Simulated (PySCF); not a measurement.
# Relaxation of singlet SF₄

All numbers come from PySCF, PBE0, basis S def2-SVP, F def2-SVP (no relativity, density fitting). A (50,194) grid was used.

A hand-made tetrahedral start, of Td symmetry, held to at least that symmetry:

```xyz
5
charge 0 multiplicity 1, angstrom
S     0.0000    0.0000    0.0000
F     1.3635    0.0000    0.9642
F    -1.3635    0.0000    0.9642
F     0.0000    1.3636   -0.9641
F     0.0000   -1.3635   -0.9642
```

Optimiser trace:
```json
{"step": "0", "E − E(last) (kJ/mol)": "21.79", "largest gradient (Eh/bohr)": "0.03234"}
{"step": "1", "E − E(last) (kJ/mol)": "3.14", "largest gradient (Eh/bohr)": "0.01053"}
{"step": "2", "E − E(last) (kJ/mol)": "0.08", "largest gradient (Eh/bohr)": "0.00179"}
{"step": "3", "E − E(last) (kJ/mol)": "0.00", "largest gradient (Eh/bohr)": "0.00013"}
{"step": "4", "E − E(last) (kJ/mol)": "0.00", "largest gradient (Eh/bohr)": "0.00000"}
```

It ends at Td with S–F 1.729 Å (×4); F–S–F 109.5° (×6). A frequency run shows 3 imaginary modes (one degenerate set), down to 319i cm⁻¹, so it is a higher-order saddle point. Other isomers or separated fragments may lie lower.

Final geometry:
```xyz
5
charge 0 multiplicity 1, angstrom
S     0.0000    0.0000    0.0000
F     1.4113    0.0000    0.9980
F    -1.4113    0.0000    0.9980
F     0.0000    1.4113   -0.9979
F     0.0000   -1.4113   -0.9980
```
